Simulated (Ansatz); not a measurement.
Basis-set series for C2H5FN2 (`N=C(F)CN`). Charge 0, multiplicity 1. All single points use the PBE0-D4/def2-TZVP geometry. It is one conformer, not always the lowest.

```xyz
10

N    -0.8412   -1.2430   -0.6543
C    -0.2924   -0.1416   -0.8459
F    -0.2693    0.4674   -2.0537
C     0.4169    0.6820    0.1856
N     0.4572    0.1318    1.5136
H    -1.2591   -1.6143   -1.5047
H     1.4344    0.8594   -0.1795
H    -0.0590    1.6687    0.2011
H    -0.4862   -0.0306    1.8450
H     0.8987   -0.7797    1.4927
```

```csv
functional,basis,functions,energy (Eh),HOMO (eV),LUMO (eV)
PBE0-D4,def2-TZVPP,225,-288.36929,-7.43,0.16
PBE0-D4,def2-QZVPP,435,-288.38502,-7.49,0.05
ωB97M-V,def2-TZVPP,225,-288.58125,-9.87,2.43
ωB97M-V,def2-QZVPP,435,-288.59621,-9.93,1.84
```

(1) Give the rows for def2-SVP. (Estimate.)

Answers

(1) Computed: 
| functional | basis | functions | energy (Eh) | HOMO (eV) | LUMO (eV) |
| --- | --- | --- | --- | --- | --- |
| PBE0-D4 | def2-SVP | 95 | -288.03140 | -7.12 | 0.41 |
| ωB97M-V | def2-SVP | 95 | -288.23185 | -9.55 | 2.77 |

Positive LUMOs are unbound and depend on the basis.
